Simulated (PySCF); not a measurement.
C3H5NO.
SMILES: `C(/N=C\C)=O`

Level of theory: EOM-IP-CCSD/aug-cc-pVDZ in PySCF, restricted Hartree–Fock reference, frozen core, non-relativistic, gas phase, PBE0-D3(BJ)/def2-SVP geometry.

Hartree–Fock orbital energies give these Koopmans values (eV): HOMO 11.17, HOMO-1 12.27, HOMO-2 12.60, HOMO-3 14.83, HOMO-4 15.27, HOMO-5 16.30, HOMO-6 17.63, HOMO-7 18.18.

Q: What vertical ionisation energies does EOM-IP-CCSD give?

A: 
```tsv
leading hole (HF orbital)	Koopmans (eV)	EOM-IP-CCSD (eV)	change (eV)	one-hole share
HOMO	11.17	9.68	-1.49	0.94
HOMO-2	12.60	10.83	-1.77	0.94
HOMO-1	12.27	11.85	-0.42	0.95
HOMO-3	14.83	13.80	-1.03	0.93
HOMO-4	15.27	14.25	-1.02	0.95
HOMO-5	16.30	15.28	-1.02	0.95
HOMO-6	17.63	15.69	-1.94	0.94
HOMO-7	18.18	16.17	-2.01	0.92
```

Q: Does the order of the lines follow the orbital energies?

A: No: the HOMO-2 hole (10.83 eV) falls below the HOMO-1 hole (11.85 eV). The corrections run from -2.01 to -0.42 eV, with a mean of -1.34 eV over the 8 lines; no line lies above its Koopmans value.

Q: At what kinetic energies would He I light (21.22 eV) eject these electrons?

A: 11.54 eV (HOMO), 10.39 eV (HOMO-2), 9.37 eV (HOMO-1), 7.42 eV (HOMO-3), 6.97 eV (HOMO-4), 5.94 eV (HOMO-5), 5.53 eV (HOMO-6), 5.05 eV (HOMO-7).

One root was sought for each valence orbital with −ε under 21 eV, eight at most, so deeper holes and satellites are missing; no vibrational structure.

Shape of the structure used: `[CH3:1]/[CH:2]=[N:3]\[CH:4]=[O:5]`: C2–N3–C4–O5 -73°.

One conformer stands for the species.
